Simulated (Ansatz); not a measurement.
## How far each method lies from UCCSDT(Q) for H₂Al–CH₃⁺, doublet

Geometry: that of the H2Al–CH3, triplet, kept fixed.

```xyz
7

Al   -0.0756    0.0440    0.7806
C     0.0338   -0.0741   -1.4575
H     0.7854    1.3182    0.1705
H     0.7928   -1.1841    1.3321
H    -0.4616   -1.0447   -1.3779
H    -0.5650    0.7250   -1.8764
H     1.0678   -0.1093   -1.7772
```

Basis cc-pVDZ; Ansatz 0.2.0. Only valence electrons are correlated (noble-gas cores frozen), which leaves 11 electrons in 51 orbitals. Prefix R: restricted or restricted open-shell reference; prefix U: unrestricted. Active spaces: frontier = (9e, 9o) about the gap.

Full CI isn't at hand for all of this; UCCSDT(Q) serves as the reference, and is uncertain by about the last step of the cluster series. The frozen core follows each run's orbitals, which can shift R against U totals by a few meV.

For open shells CISD is restricted-active-space CI with the open shells as a complete middle space.

The UHF ⟨S²⟩ is 0.798, the T1 diagnostic (RCCSD) is 0.0287 and the largest doubles amplitude (RCCSD) is 0.042. The T1 diagnostic (UCCSD) is 0.0239.

```json
{"level": "UHF", "E − E(RHF) (eV)": "-0.1470"}
{"level": "RMP2", "E − E(RHF) (eV)": "-5.3451"}
{"level": "UMP2", "E − E(RHF) (eV)": "-5.3452"}
{"level": "RCCSD", "E − E(RHF) (eV)": "-6.4680"}
{"level": "UCCSD", "E − E(RHF) (eV)": "-6.4724"}
{"level": "RCCSD(T)", "E − E(RHF) (eV)": "-6.6168"}
{"level": "UCCSD(T)", "E − E(RHF) (eV)": "-6.6172"}
```

(1) Estimate how far UCCSDT(Q) in cc-pVDZ lies from RCCSD(T). The table doesn't fix it; the size of (T) and the diagnostics are the guide.

(1) UCCSDT(Q) in cc-pVDZ lies 3.7 kJ/mol below RCCSD(T), which is 26 % of the (T) step (-14.4 kJ/mol). The diagnostics give no warning, yet the rest is a sizeable part of (T).

The other levels:

```
                    level  E − E(UCCSDT(Q)) (kJ/mol)  share of correlation (%)  wall time
                     CISD                       68.6                     89.31      4.5 s
                  BCCD(T)                        3.6                     99.44      4.3 s
                   RCCSDT                        0.7                     99.89          –
                   UCCSDT                        0.7                     99.90          –
                RCCSDT(Q)                        0.1                     99.99    2.3 min
  CASSCF (frontier space)                      437.7                     31.83          –
  MRCISD (frontier space)                       36.7                     94.28          –
MRCISD+Q (frontier space)                        5.4                     99.16       20 s
```

The correlation energy at UCCSDT(Q), counted from RHF, is -6.655 eV. That run took 2.1 min on 1 thread of AMD EPYC 7B13, shared host.

Times hold each run's SCF and search for its determinant on a shared host, so for small cases they say little of a method's own cost; they ran on 1 thread of AMD EPYC 7B13. Some runs computed forces too.
